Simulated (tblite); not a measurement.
Input of a run (GFN2-xTB geometry optimisation, gas phase (tblite 0.8.0)), started from a force field or distance geometry:
```
{"job": {"kind": "relax", "xc": "GFN2-xTB", "basis": "xTB"}, "charge": 0, "multiplicity": 2}
C     -1.497800    -0.068300     0.485900
C     -0.779000     0.030600    -0.860200
O      0.546700    -0.380700    -0.746900
C      1.331800     0.328400     0.104600
N      2.664900    -0.299400     0.045400
H     -2.584000     0.167900     0.269200
H     -1.084400     0.664900     1.173500
H     -1.464800    -1.125400     0.856400
H     -0.896800     1.016100    -1.328800
H     -1.301400    -0.703300    -1.516400
H      1.456000     1.388500    -0.136200
H      1.058600     0.249700     1.186100
H      2.546000    -1.268600     0.449700
```

Output (eV, eV/Å):
```
step      E/eV     max force
  0    -472.51721    3.208
  1    -472.77459    1.120
  2    -472.85284    1.158
  3    -472.90925    1.067
  4    -473.00458    0.819
  5    -473.04017    0.516
  6    -473.08316    0.517
  7    -473.10232    0.496
  8    -473.13242    0.480
  9    -473.15857    0.416
 10    -473.17747    0.693
 11    -473.19259    0.368
 12    -473.20154    0.259
 13    -473.21232    0.234
 14    -473.21823    0.240
 15    -473.22341    0.160
 16    -473.22527    0.138
 17    -473.22675    0.129
 18    -473.22825    0.154
 19    -473.22994    0.172
 20    -473.23156    0.125
 21    -473.23311    0.112
 22    -473.23468    0.123
 23    -473.23656    0.142
 24    -473.23854    0.131
 25    -473.24021    0.127
 26    -473.24160    0.098
 27    -473.24288    0.103
 28    -473.24394    0.097
 29    -473.24479    0.060
 30    -473.24542    0.059
 31    -473.24591    0.051
 32    -473.24632    0.067
 33    -473.24665    0.057
 34    -473.24696    0.041
 35    -473.24724    0.050
 36    -473.24749    0.052
 37    -473.24768    0.039
 38    -473.24778    0.026
 39    -473.24785    0.022
 40    -473.24793    0.030
 41    -473.24804    0.037
 42    -473.24817    0.031
 43    -473.24828    0.034
 44    -473.24839    0.032
 45    -473.24851    0.026
 46    -473.24866    0.029
 47    -473.24879    0.024
 48    -473.24888    0.025
 49    -473.24893    0.024
 50    -473.24898    0.019
 51    -473.24904    0.018
 52    -473.24910    0.018
 53    -473.24916    0.019
 54    -473.24923    0.022
 55    -473.24932    0.025
 56    -473.24942    0.027
 57    -473.24951    0.029
 58    -473.24960    0.028
 59    -473.24971    0.028
 60    -473.24984    0.027
 61    -473.24996    0.022
 62    -473.25004    0.021
 63    -473.25009    0.019
 64    -473.25014    0.017
 65    -473.25019    0.014
 66    -473.25023    0.013
 67    -473.25025    0.010
 68    -473.25026    0.009
```

Question: Summarise the run.

Answer: The energy falls by 16.9 kcal/mol over 68 L-BFGS steps, the largest force on an atom goes from 3.21 to 0.009 eV/Å, and the atoms move by 0.260 Å rms after alignment. The bond that changes most is C4–N5 (ends: carbon bonded to N, O and 2 H; nitrogen bonded to C and H), which shortens by 0.104 Å. Bonds longer at the end by more than 0.005 Å: 3 of 12; shorter: 5. Among the angles that change most is O3–C4–N5, from 106.0° to 115.4°. Among the dihedrals that turn most is H12–C4–N5–H13, from 56° to 122°. The energy never rose by more than 1e-5 eV on the way. The first step brought 35 % of the lowering.

Question: What are the final bond lengths?

Answer: C1–C2 1.527 Å, C2–O3 1.411 Å, O3–C4 1.403 Å, C4–N5 1.371 Å, C1–H6 1.086 Å, C1–H7 1.088 Å, C1–H8 1.087 Å, C2–H9 1.100 Å, C2–H10 1.093 Å, C4–H11 1.116 Å, C4–H12 1.115 Å, N5–H13 1.016 Å. Numbering counts from 1 in the input's order; the species is `CCOC[NH]` [radical].

Time: 0.37 s wall. Hardware: an Arm Neoverse N1 with one thread, no GPU (shared host).

Its GFN2-xTB frequencies are all real (lowest 67 cm⁻¹).

One conformer stands for the species.

All values are computed, not measured.
